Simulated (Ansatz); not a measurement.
The input, for Ansatz 0.2.0:

```yaml
crystal:
  periodic: [false, false, false]
  atoms:
    - {symbol: N, position_ang: [0.000000, 0.000000, 0.000000]}
    - {symbol: N, position_ang: [0.000000, 0.000000, 1.089486]}
basis:
  gaussian: {orbitals: 6-31G}
magnetization: {spin_polarized: false, initial_magnetization: 2}
correlation: {method: ccsdtq, electrons: outside_noble_gas}
```

```sh
$ ansatz run in.yaml --threads 1 --pin off --events-out ev --progress --plain --max-ram 2176MiB
```

The program prints:

```
406 factors; integrals over basis functions are off by at most 2.0e-8 eV
mean field evaluation 1: about -2954.3584 eV, gradient 8.5e0 eV
mean field evaluation 2: about -2954.3738 eV, gradient 8.5e0 eV
mean field evaluation 4: about -2954.6615 eV, gradient 5.3e-1 eV
mean field evaluation 8: about -2954.6625 eV, gradient 5.0e-3 eV
mean field evaluation 16: about -2954.6625 eV, gradient 4.9e-6 eV
mean field evaluation 32: about -2955.7005 eV, gradient 2.8e-6 eV
mean field evaluation 64: about -2954.6625 eV, gradient 1.7e-4 eV
mean field evaluation 96: about -2955.7005 eV, gradient 8.8e-3 eV
mean field evaluation 128: about -2955.7065 eV, gradient 6.7e-1 eV
mean field evaluation 160: about -2954.5316 eV, gradient 1.1e-1 eV
mean field evaluation 192: about -2954.6625 eV, gradient 7.9e-2 eV
mean field -2955.70052052 eV, -108.6199906834 hartree, gradient 1.5e-6 eV, S^2 2.000000; 11 other end points of the search recorded, 0 dependent functions left out
mean field evaluation 224: about -2955.7069 eV, gradient 1.5e0 eV
mean field evaluation 256: about -2955.7659 eV, gradient 6.7e-3 eV
determinant -2955.70052052 eV, -108.6199906834 hartree, with singles and doubles -2960.26057015 eV, -108.7875694162 hartree
determinant -2954.66250161 eV, -108.5818441919 hartree, with singles and doubles -2960.51363146 eV, -108.7968692481 hartree
determinant -2954.53159149 eV, -108.5770333338 hartree, with singles and doubles -2958.96320051 eV, -108.7398919616 hartree
determinant -2955.70052052 eV, -108.6199906834 hartree, with singles and doubles -2960.26884338 eV, -108.7878734519 hartree
determinant -2954.66250161 eV, -108.5818441919 hartree, with singles and doubles -2960.51394289 eV, -108.7968806926 hartree
mean field evaluation 288: about -2954.6625 eV, gradient 2.4e-6 eV
2 core orbitals not correlated: weight in the atoms' cores, before any rotation towards them, 1.000 or more for the frozen orbitals, at most 0.000 for the correlated occupied ones
reference -2954.66250161 eV, -108.5818441919 hartree; 6, 4 occupied and 10, 12 virtual orbitals, 406 factors
second order -5.89246279 eV of doubles, -0.15390188 eV of singles
cycle   1  -5.55035210 eV  change    1.2e-1 eV  update   7.4e-2
cycle   2  -5.92919492 eV  change   -3.8e-1 eV  update   3.6e-2
cycle   3  -6.10558604 eV  change   -1.8e-1 eV  update   1.8e-2
cycle   4  -6.11637814 eV  change   -1.1e-2 eV  update   5.5e-3
cycle   5  -6.11712792 eV  change   -7.5e-4 eV  update   1.8e-3
cycle   6  -6.11662628 eV  change    5.0e-4 eV  update   8.5e-4
cycle   7  -6.11661112 eV  change    1.5e-5 eV  update   3.8e-4
cycle   8  -6.11689458 eV  change   -2.8e-4 eV  update   2.0e-4
cycle   9  -6.11689876 eV  change   -4.2e-6 eV  update   1.0e-4
cycle  10  -6.11689015 eV  change    8.6e-6 eV  update   3.9e-5
cycle  11  -6.11692712 eV  change   -3.7e-5 eV  update   1.8e-5
cycle  12  -6.11690374 eV  change    2.3e-5 eV  update   9.0e-6
cycle  13  -6.11691263 eV  change   -8.9e-6 eV  update   5.4e-6
cycle  14  -6.11691064 eV  change    2.0e-6 eV  update   3.2e-6
cycle  15  -6.11691026 eV  change    3.9e-7 eV  update   2.0e-6
cycle  16  -6.11691028 eV  change   -2.6e-8 eV  update   9.7e-7
WARN: these amplitudes may be one of several solutions (largest doubles amplitude 0.13, level shift 2.06 eV)
Total energy: -2960.77941189 eV, -108.8066364986 hartree
```

The determinant lies 1.04 eV above the lowest one of its kind in the log.

Ran on 1 thread of Intel Xeon 6975P-C, shared host: 29 s wall, 0.4 GiB peak host memory.
